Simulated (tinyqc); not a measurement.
Worked calculation (part 1 of 2): G0W0 on RHF in the sto-6g basis, for BH2+, spin multiplicity 1. Computed by tinyqc, a small Python program that keeps every step (integrals from PySCF). Settings: charge = 1, multiplicity = 1, basis = sto-6g, method = RHF, energy threshold = 1e-10, iteration cap = 81, orthogonalisation = symmetric, start = atomic densities, DIIS depth = 6. Command: `OMP_NUM_THREADS=1 python tinyqc.py 27385 27386 out.jsonl` (the two numbers bound the seeds that draw the settings). One thread of a shared host (Intel(R) Xeon(R) Processor @ 2.60GHz), about 0.1 s of CPU time with the checks. The early iterations of the SCF are left out here.

## One-electron integrals

Geometry (angstrom):

| atom | x | y | z |
|---|---|---|---|
| B | 0.000000 | 0.000000 | 0.000000 |
| H | 0.000000 | 1.208000 | 0.708000 |
| H | 0.000000 | -1.208000 | 0.708000 |

Basis sto-6g: exponents (1/bohr^2) and contraction coefficients of normalised primitives:

| element | l (shell) | exponent | coefficient |
|---|---|---|---|
| B | s (1) | 506.011147 | 0.009164 |
| B | s (1) | 92.776814 | 0.049362 |
| B | s (1) | 25.955658 | 0.168538 |
| B | s (1) | 8.916445 | 0.370563 |
| B | s (1) | 3.462507 | 0.416492 |
| B | s (1) | 1.426054 | 0.130334 |
| B | s (2) | 23.194575 | -0.013253 |
| B | s (2) | 4.590810 | -0.046992 |
| B | s (2) | 1.426819 | -0.033785 |
| B | s (2) | 0.548948 | 0.250242 |
| B | s (2) | 0.238410 | 0.595117 |
| B | s (2) | 0.109280 | 0.240706 |
| B | p (3) | 23.194575 | 0.003760 |
| B | p (3) | 4.590810 | 0.037679 |
| B | p (3) | 1.426819 | 0.173897 |
| B | p (3) | 0.548948 | 0.418036 |
| B | p (3) | 0.238410 | 0.425859 |
| B | p (3) | 0.109280 | 0.101708 |
| H | s (1) | 35.523221 | 0.009164 |
| H | s (1) | 6.513144 | 0.049361 |
| H | s (1) | 1.822143 | 0.168538 |
| H | s (1) | 0.625955 | 0.370563 |
| H | s (1) | 0.243077 | 0.416492 |
| H | s (1) | 0.100112 | 0.130334 |

Overlap, kinetic and nuclear-attraction integrals over the contracted functions; the nuclear repulsion is the sum of Za Zb / Rab.

nuclear repulsion = 3.99835851 hartree

overlap S, lower triangle:
```
           1B 1s     1B 2s    1B 2px     1B 2py    1B 2pz     2H 1s     3H 1s
1B 1s   1.000000
1B 2s   0.264891  1.000000
1B 2px  0.000000  0.000000  1.000000
1B 2py  0.000000  0.000000  0.000000   1.000000
1B 2pz  0.000000  0.000000  0.000000   0.000000  1.000000
2H 1s   0.042959  0.373958  0.000000   0.355430  0.208315  1.000000
3H 1s   0.042959  0.373958  0.000000  -0.355430  0.208315  0.060319  1.000000
```

kinetic energy T (hartree), lower triangle:
```
            1B 1s     1B 2s    1B 2px     1B 2py    1B 2pz      2H 1s     3H 1s
1B 1s   10.947243
1B 2s   -0.333880  0.374498
1B 2px   0.000000  0.000000  1.125026
1B 2py   0.000000  0.000000  0.000000   1.125026
1B 2pz   0.000000  0.000000  0.000000   0.000000  1.125026
2H 1s   -0.011026  0.043976  0.000000   0.122472  0.071780   0.768522
3H 1s   -0.011026  0.043976  0.000000  -0.122472  0.071780  -0.010775  0.768522
```

nuclear attraction V (hartree), lower triangle:
```
             1B 1s      1B 2s     1B 2px     1B 2py     1B 2pz      2H 1s      3H 1s
1B 1s   -24.147587
1B 2s    -2.944411  -4.494262
1B 2px    0.000000   0.000000  -4.435172
1B 2py    0.000000   0.000000   0.000000  -4.566734
1B 2pz   -0.014270  -0.128338   0.000000   0.000000  -4.480364
2H 1s    -0.525294  -1.412386   0.000000  -1.266473  -0.762021  -3.336800
3H 1s    -0.525294  -1.412386   0.000000   1.266473  -0.762021  -0.214758  -3.336800
```

core Hamiltonian H = T + V (hartree), lower triangle:
```
             1B 1s      1B 2s     1B 2px     1B 2py     1B 2pz      2H 1s      3H 1s
1B 1s   -13.200343
1B 2s    -3.278291  -4.119764
1B 2px    0.000000   0.000000  -3.310145
1B 2py    0.000000   0.000000   0.000000  -3.441707
1B 2pz   -0.014270  -0.128338   0.000000   0.000000  -3.355337
2H 1s    -0.536320  -1.368410   0.000000  -1.144001  -0.690241  -2.568278
3H 1s    -0.536320  -1.368410   0.000000   1.144001  -0.690241  -0.225533  -2.568278
```

## Two-electron integrals

Functions are numbered as in S; the eight-fold symmetry (ij|kl) = (ji|kl) = (kl|ij) leaves the list below.

Two-electron integrals (ij|kl) in chemists' order, unique and non-zero (hartree):
```
(11|11) 2.924993    (21|11) 0.480756    (21|21) 0.099484    (22|11) 0.743449
(22|21) 0.188967    (22|22) 0.544922    (31|31) 0.021096    (32|31) 0.030854
(32|32) 0.120443    (33|11) 0.743450    (33|21) 0.188967    (33|22) 0.544922
(33|33) 0.587109    (41|41) 0.021096    (42|41) 0.030854    (42|42) 0.120443
(43|43) 0.031641    (44|11) 0.743450    (44|21) 0.188967    (44|22) 0.544922
(44|33) 0.523827    (44|44) 0.587109    (51|51) 0.021096    (52|51) 0.030854
(52|52) 0.120443    (53|53) 0.031641    (54|54) 0.031641    (55|11) 0.743450
(55|21) 0.188967    (55|22) 0.544922    (55|33) 0.523827    (55|44) 0.523827
(55|55) 0.587109    (61|11) 0.080548    (61|21) 0.016159    (61|22) 0.030476
(61|33) 0.030311    (61|41) 0.001096    (61|42) 0.002103    (61|44) 0.030679
(61|51) 0.000643    (61|52) 0.001232    (61|54) 0.000216    (61|55) 0.030437
(61|61) 0.002723    (62|11) 0.207107    (62|21) 0.053628    (62|22) 0.171882
(62|33) 0.166874    (62|41) 0.005404    (62|42) 0.032730    (62|44) 0.178057
(62|51) 0.003167    (62|52) 0.019183    (62|54) 0.006554    (62|55) 0.170715
(62|61) 0.009275    (62|62) 0.077730    (63|31) 0.005401    (63|32) 0.025051
(63|43) 0.006002    (63|53) 0.003517    (63|63) 0.008110    (64|11) 0.173883
(64|21) 0.045630    (64|22) 0.153830    (64|33) 0.145831    (64|41) 0.009285
(64|42) 0.051468    (64|44) 0.166760    (64|51) 0.002277    (64|52) 0.015483
(64|54) 0.008749    (64|55) 0.148897    (64|61) 0.008266    (64|62) 0.081177
(64|64) 0.091141    (65|11) 0.101912    (65|21) 0.026743    (65|22) 0.090158
(65|33) 0.085471    (65|41) 0.002277    (65|42) 0.015483    (65|44) 0.090702
(65|51) 0.006735    (65|52) 0.034125    (65|54) 0.009067    (65|55) 0.094303
(65|61) 0.004844    (65|62) 0.047577    (65|64) 0.048664    (65|65) 0.036632
(66|11) 0.375381    (66|21) 0.099193    (66|22) 0.359591    (66|33) 0.338977
(66|41) 0.011459    (66|42) 0.093236    (66|44) 0.385007    (66|51) 0.006716
(66|52) 0.054645    (66|54) 0.026978    (66|55) 0.354788    (66|61) 0.017498
(66|62) 0.213602    (66|64) 0.241636    (66|65) 0.141621    (66|66) 0.774999
(71|11) 0.080548    (71|21) 0.016159    (71|22) 0.030476    (71|33) 0.030311
(71|41) -0.001096   (71|42) -0.002103   (71|44) 0.030679    (71|51) 0.000643
(71|52) 0.001232    (71|54) -0.000216   (71|55) 0.030437    (71|61) 0.002596
(71|62) 0.008397    (71|64) 0.006814    (71|65) 0.004401    (71|66) 0.015466
(71|71) 0.002723    (72|11) 0.207107    (72|21) 0.053628    (72|22) 0.171882
(72|33) 0.166874    (72|41) -0.005404   (72|42) -0.032730   (72|44) 0.178057
(72|51) 0.003167    (72|52) 0.019183    (72|54) -0.006554   (72|55) 0.170715
(72|61) 0.008397    (72|62) 0.049523    (72|64) 0.038894    (72|65) 0.029637
(72|66) 0.102499    (72|71) 0.009275    (72|72) 0.077730    (73|31) 0.005401
(73|32) 0.025051    (73|43) -0.006002   (73|53) 0.003517    (73|63) 0.004605
(73|73) 0.008110    (74|11) -0.173883   (74|21) -0.045630   (74|22) -0.153830
(74|33) -0.145831   (74|41) 0.009285    (74|42) 0.051468    (74|44) -0.166760
(74|51) -0.002277   (74|52) -0.015483   (74|54) 0.008749    (74|55) -0.148897
(74|61) -0.006814   (74|62) -0.038894   (74|64) -0.027084   (74|65) -0.022901
(74|66) -0.077720   (74|71) -0.008266   (74|72) -0.081177   (74|74) 0.091141
(75|11) 0.101912    (75|21) 0.026743    (75|22) 0.090158    (75|33) 0.085471
(75|41) -0.002277   (75|42) -0.015483   (75|44) 0.090702    (75|51) 0.006735
(75|52) 0.034125    (75|54) -0.009067   (75|55) 0.094303    (75|61) 0.004401
(75|62) 0.029637    (75|64) 0.022901    (75|65) 0.021957    (75|66) 0.063776
(75|71) 0.004844    (75|72) 0.047577    (75|74) -0.048664   (75|75) 0.036632
(76|11) 0.031221    (76|21) 0.008093    (76|22) 0.026452    (76|33) 0.025658
(76|44) 0.026555    (76|51) 0.000796    (76|52) 0.004937    (76|55) 0.027144
(76|61) 0.001346    (76|62) 0.010115    (76|64) 0.009293    (76|65) 0.006727
(76|66) 0.025189    (76|71) 0.001346    (76|72) 0.010115    (76|74) -0.009293
(76|75) 0.006727    (76|76) 0.001701    (77|11) 0.375381    (77|21) 0.099193
(77|22) 0.359591    (77|33) 0.338977    (77|41) -0.011459   (77|42) -0.093236
(77|44) 0.385007    (77|51) 0.006716    (77|52) 0.054645    (77|54) -0.026978
(77|55) 0.354788    (77|61) 0.015466    (77|62) 0.102499    (77|64) 0.077720
(77|65) 0.063776    (77|66) 0.218863    (77|71) 0.017498    (77|72) 0.213602
(77|74) -0.241636   (77|75) 0.141621    (77|76) 0.025189    (77|77) 0.774999
```

## Orthogonalisation

S = U s U^T; symmetric (Loewdin) form X = U s^(-1/2) U^T, so that X^T S X = 1.

eigenvalues of S: 0.394964  0.466283  0.862103  1.000000  1.104453  1.473398  1.698799

X, lower triangle:
```
            1B 1s      1B 2s    1B 2px     1B 2py     1B 2pz      2H 1s     3H 1s
1B 1s    1.029975
1B 2s   -0.155212   1.171919
1B 2px   0.000000   0.000000  1.000000
1B 2py   0.000000   0.000000  0.000000   1.124959
1B 2pz  -0.008948   0.078042  0.000000   0.000000   1.042251
2H 1s    0.022786  -0.239270  0.000000  -0.226086  -0.130117   1.153078
3H 1s    0.022786  -0.239270  0.000000   0.226086  -0.130117  -0.010250  1.153078
```

## Starting guess

The start is atomic minimal-basis densities projected into this basis (PySCF's MINAO start) and scaled to the electron count of each spin; this density is not idempotent, so its energy is not variational and may lie below the converged one.

D at the start, lower triangle:
```
            1B 1s      1B 2s    1B 2px     1B 2py    1B 2pz     2H 1s     3H 1s
1B 1s    1.857141
1B 2s   -0.456182   1.730050
1B 2px   0.000000   0.000000  0.274466
1B 2py   0.000000   0.000000  0.000000   0.234500
1B 2pz   0.013081  -0.043482  0.000000   0.000000  0.260838
2H 1s   -0.030923   0.120654  0.000000   0.041167  0.020844  0.815895
3H 1s   -0.030923   0.120654  0.000000  -0.041167  0.020844  0.015185  0.815895
```

## Iteration 8 (converged): orbitals

converged F (hartree), lower triangle:
```
            1B 1s      1B 2s     1B 2px     1B 2py     1B 2pz      2H 1s      3H 1s
1B 1s   -8.019571
1B 2s   -2.230983  -1.352340
1B 2px   0.000000   0.000000  -0.153835
1B 2py   0.000000   0.000000   0.000000  -0.550587
1B 2pz   0.009904  -0.101466   0.000000   0.000000  -0.207820
2H 1s   -0.366034  -0.577588   0.000000  -0.433623  -0.201561  -0.584783
3H 1s   -0.366034  -0.577588   0.000000   0.433623  -0.201561  -0.089649  -0.584783
```

Diagonalise F' = X^T F X, C = X C', fill 3 alpha and 3 beta electrons from the bottom; D = 2 C_occ C_occ^T. Each column has its largest component positive (the first on a tie).

F' = X^T F X (hartree), lower triangle:
```
           1          2          3          4          5          6          7
1  -7.854029
2  -1.100343  -0.727654
3   0.000000   0.000000  -0.153835
4   0.000000   0.000000   0.000000  -0.306257
5   0.003748   0.016529   0.000000   0.000000  -0.139949
6  -0.021360  -0.332056   0.000000  -0.341549  -0.155275  -0.285906
7  -0.021360  -0.332056   0.000000   0.341549  -0.155275  -0.015732  -0.285906
```

orbital energies (hartree): MO1 -8.021359, MO2 -0.928038, MO3 -0.771575, MO4 -0.238238, MO5 -0.153835, MO6 0.164364, MO7 0.195144

coefficients C:
```
              MO1        MO2        MO3        MO4       MO5        MO6        MO7
1B 1s    0.995381  -0.226421   0.000000   0.135711  0.000000  -0.159971   0.000000
1B 2s    0.017895   0.712471   0.000000  -0.573111  0.000000   0.825641   0.000000
1B 2px   0.000000   0.000000   0.000000   0.000000  1.000000   0.000000   0.000000
1B 2py   0.000000   0.000000   0.588349   0.000000  0.000000   0.000000   1.010746
1B 2pz   0.000030   0.110234   0.000000   0.767859  0.000000   0.724266   0.000000
2H 1s   -0.002815   0.294945   0.407882   0.272661  0.000000  -0.752585  -0.749275
3H 1s   -0.002815   0.294945  -0.407882   0.272661  0.000000  -0.752585   0.749275
```

D after iteration 8, lower triangle:
```
            1B 1s     1B 2s    1B 2px     1B 2py    1B 2pz      2H 1s     3H 1s
1B 1s    2.084099
1B 2s   -0.287012  1.015871
1B 2px   0.000000  0.000000  0.000000
1B 2py   0.000000  0.000000  0.000000   0.692310
1B 2pz  -0.049860  0.157079  0.000000   0.000000  0.024303
2H 1s   -0.139168  0.420179  0.000000   0.479954  0.065026   0.506736
3H 1s   -0.139168  0.420179  0.000000  -0.479954  0.065026  -0.158734  0.506736
```

## Convergence

Stop when the energy changes by less than 1e-10 hartree and every element of the error matrix X^T (F D S - S D F) X is below 3e-06.

Course of the cycle:

| iteration | E (hartree) | change | largest element of the error matrix |
|---|---|---|---|
| 1 | -22.76521809 | - | 3.29e-01 |
| 2 | -25.32236050 | -2.56e+00 | 5.94e-02 |
| 3 | -25.33372611 | -1.14e-02 | 2.07e-02 |
| 4 | -25.33544878 | -1.72e-03 | 3.47e-03 |
| 5 | -25.33549592 | -4.71e-05 | 5.79e-04 |
| 6 | -25.33549656 | -6.46e-07 | 1.44e-05 |
| 7 | -25.33549656 | -1.93e-10 | 5.94e-07 |
| 8 | -25.33549656 | -9.13e-13 | 6.30e-09 |

PySCF RHF in the same basis = -25.33549656 hartree

Converged in 8 iterations.

## Populations, bond orders and dipole

Mulliken: Z minus the diagonal of D S on the atom; Loewdin: the same with S^(1/2) D S^(1/2); Mayer order: 2 sum_s sum (D(s) S)_ij (D(s) S)_ji over the two atoms.

Charges (e):

| atom | Mulliken | Loewdin |
|---|---|---|
| 1B | 0.664897 | 0.728643 |
| 2H | 0.167552 | 0.135679 |
| 3H | 0.167552 | 0.135679 |

Mayer bond orders:

| pair | order |
|---|---|
| 2-1 | 0.953954 |
| 3-1 | 0.953954 |
| 3-2 | 0.017973 |

dipole moment about the origin, x y z (debye): 0.000000  0.000000  -0.078840

## Integrals over molecular orbitals

(pq|rs) = sum C_ip C_jq C_kr C_ls (ij|kl), one index at a time.

one-electron integrals over orbitals h = C^T H C (hartree), lower triangle:
```
            1          2          3          4          5          6          7
1  -13.190544
2    0.289568  -3.353326
3    0.000000   0.000000  -3.069014
4   -0.192680   0.152342   0.000000  -3.172175
5    0.000000   0.000000   0.000000   0.000000  -3.310145
6    0.181489  -0.529513   0.000000  -0.294146   0.000000  -2.707416
7    0.000000   0.000000  -0.549359   0.000000   0.000000   0.000000  -2.681037
```

Two-electron integrals over orbitals (pq|rs), unique and non-zero (hartree):
```
(11|11) 2.903991    (21|11) -0.261189   (21|21) 0.038210    (22|11) 0.617452
(22|21) -0.008562   (22|22) 0.463556    (31|31) 0.008780    (32|31) 0.013643
(32|32) 0.133874    (33|11) 0.538640    (33|21) -0.003087   (33|22) 0.449456
(33|33) 0.463901    (41|11) 0.158763    (41|21) -0.020958   (41|22) 0.013262
(41|33) 0.006012    (41|41) 0.027745    (42|11) -0.096830   (42|21) 0.007289
(42|22) 0.014966    (42|33) 0.016799    (42|41) 0.011033    (42|42) 0.072217
(43|31) -0.002658   (43|32) 0.028205    (43|43) 0.035869    (44|11) 0.689567
(44|21) -0.011808   (44|22) 0.431869    (44|33) 0.413448    (44|41) -0.009657
(44|42) -0.077113   (44|44) 0.557109    (51|51) 0.021974    (52|51) 0.021856
(52|52) 0.074934    (53|53) 0.017880    (54|51) -0.012693   (54|52) -0.035284
(54|54) 0.043782    (55|11) 0.743136    (55|21) -0.009089   (55|22) 0.466850
(55|33) 0.425562    (55|41) 0.005180    (55|42) -0.048615   (55|44) 0.498108
(55|55) 0.587109    (61|11) -0.185758   (61|21) 0.029430    (61|22) -0.000646
(61|33) 0.000480    (61|41) -0.005211   (61|42) 0.014812    (61|44) -0.018167
(61|55) -0.005024   (61|61) 0.030100    (62|11) 0.202406    (62|21) -0.006173
(62|22) 0.058144    (62|33) 0.017592    (62|41) 0.014370    (62|42) -0.006562
(62|44) 0.050581    (62|55) 0.102682    (62|61) 0.002931    (62|62) 0.088399
(63|31) 0.001573    (63|32) -0.060802   (63|43) -0.031742   (63|63) 0.073707
(64|11) 0.100133    (64|21) -0.000069   (64|22) 0.024748    (64|33) 0.000435
(64|41) 0.001694    (64|42) -0.018719   (64|44) 0.055699    (64|55) 0.051403
(64|61) 0.001503    (64|62) 0.049473    (64|64) 0.040425    (65|51) 0.014851
(65|52) 0.046798    (65|54) -0.010148   (65|65) 0.038164    (66|11) 0.606706
(66|21) -0.006764   (66|22) 0.468619    (66|33) 0.456667    (66|41) 0.021018
(66|42) 0.050477    (66|44) 0.404965    (66|55) 0.441885    (66|61) 0.006821
(66|62) 0.045427    (66|64) 0.012548    (66|66) 0.517743    (71|31) 0.012880
(71|32) 0.018235    (71|43) -0.004199   (71|63) 0.002229    (71|71) 0.018965
(72|31) 0.008166    (72|32) -0.012051   (72|43) -0.035834   (72|63) 0.050067
(72|71) 0.011443    (72|72) 0.054967    (73|11) 0.221630    (73|21) -0.005673
(73|22) 0.042298    (73|33) 0.022332    (73|41) -0.000264   (73|42) -0.060103
(73|44) 0.097675    (73|55) 0.111662    (73|61) -0.005943   (73|62) 0.070644
(73|64) 0.049956    (73|66) -0.002763   (73|73) 0.113875    (74|31) -0.008798
(74|32) -0.074093   (74|43) -0.002127   (74|63) 0.043685    (74|71) -0.012414
(74|72) 0.005365    (74|74) 0.061142    (75|53) 0.016331    (75|75) 0.018079
(76|31) 0.008615    (76|32) 0.109204    (76|43) 0.043455    (76|63) -0.074538
(76|71) 0.011505    (76|72) -0.039870   (76|74) -0.060169   (76|76) 0.117548
(77|11) 0.618927    (77|21) -0.007587   (77|22) 0.449528    (77|33) 0.463539
(77|41) 0.004441    (77|42) -0.001387   (77|44) 0.444290    (77|55) 0.445181
(77|61) -0.004950   (77|62) 0.016883    (77|64) 0.001957    (77|66) 0.463990
(77|73) 0.033447    (77|77) 0.487500
```

## Screening: direct RPA

With D = e_a - e_i and K = (ia|jb): diagonalise D^(1/2) (D + 4K) D^(1/2) = Z w^2 Z^T; X + Y = D^(1/2) Z w^(-1/2), each column of Z with its largest component positive (the first on a tie); E_c = (sum w - tr (D + 2K)) / 2.

D^(1/2) (D + 4K) D^(1/2) (hartree^2), lower triangle:
```
           1>4        1>5        1>6        1>7        2>4       2>5       2>6        2>7
1>4  61.440726
1>5   0.000000  62.589442
1>6  -0.166369   0.000000  67.991604
1>7   0.000000   0.000000   0.000000  68.134206
2>4   0.102260   0.000000   0.140789   0.000000   0.675085
2>5   0.000000   0.215763   0.000000   0.000000   0.000000  0.831444
2>6   0.167606   0.000000   0.035064   0.000000  -0.022784  0.000000  1.579608
2>7   0.000000   0.000000   0.000000   0.139045   0.000000  0.000000  0.000000   1.508490
3>4   0.000000   0.000000   0.000000  -0.035163   0.000000  0.000000  0.000000  -0.110940
3>5   0.000000   0.000000   0.000000   0.000000   0.000000  0.000000  0.000000   0.000000
3>6   0.000000   0.000000   0.000000   0.024726   0.000000  0.000000  0.000000   0.205335
3>7  -0.002898   0.000000  -0.066870   0.000000  -0.196320  0.000000  0.290388   0.000000

           3>4       3>5       3>6       3>7
3>4   0.360969
3>5   0.000000  0.425782
3>6  -0.089706  0.000000  1.151922
3>7   0.000000  0.000000  0.000000  1.374885
```

excitation energies w (hartree): 0.586530  0.652520  0.787634  0.911422  1.029553  1.098784  1.271639  1.341961  7.838186  7.911397  8.245980  8.254364

X + Y:
```
            1         2          3          4          5          6          7          8
1>4  0.000000  0.000000  -0.004535   0.000000   0.000000   0.005730   0.000000  -0.004802
1>5  0.000000  0.000000   0.000000  -0.010264   0.000000   0.000000   0.000000   0.000000
1>6  0.000000  0.000000  -0.005509   0.000000   0.000000   0.004394   0.000000   0.001069
1>7  0.001201  0.000000   0.000000   0.000000   0.001481   0.000000  -0.005333   0.000000
2>4  0.000000  0.000000   0.898683   0.000000   0.000000  -0.199457   0.000000  -0.086170
2>5  0.000000  0.000000   0.000000   0.921647   0.000000   0.000000   0.000000   0.000000
2>6  0.000000  0.000000  -0.069942   0.000000   0.000000  -0.603693   0.000000   0.716067
2>7  0.108816  0.000000   0.000000   0.000000  -0.444723   0.000000   0.847150   0.000000
3>4  0.946721  0.000000   0.000000   0.000000  -0.034838   0.000000  -0.070895   0.000000
3>5  0.000000  0.972984   0.000000   0.000000   0.000000   0.000000   0.000000   0.000000
3>6  0.113995  0.000000   0.000000   0.000000   0.861473   0.000000   0.359393   0.000000
3>7  0.000000  0.000000   0.301965   0.000000   0.000000   0.708190   0.000000   0.506171

             9        10         11         12
1>4   0.996156  0.000000  -0.024605   0.000000
1>5   0.000000  0.997217   0.000000   0.000000
1>6   0.025877  0.000000   0.996017   0.000000
1>7   0.000000  0.000000   0.000000   0.997702
2>4   0.000516  0.000000   0.000594   0.000000
2>5   0.000000  0.001093   0.000000   0.000000
2>6   0.001050  0.000000   0.000167   0.000000
2>7   0.000000  0.000000   0.000000   0.000771
3>4   0.000000  0.000000   0.000000  -0.000133
3>5   0.000000  0.000000   0.000000   0.000000
3>6   0.000000  0.000000   0.000000   0.000127
3>7  -0.000024  0.000000  -0.000345   0.000000
```

RPA correlation energy = -0.05873845 hartree
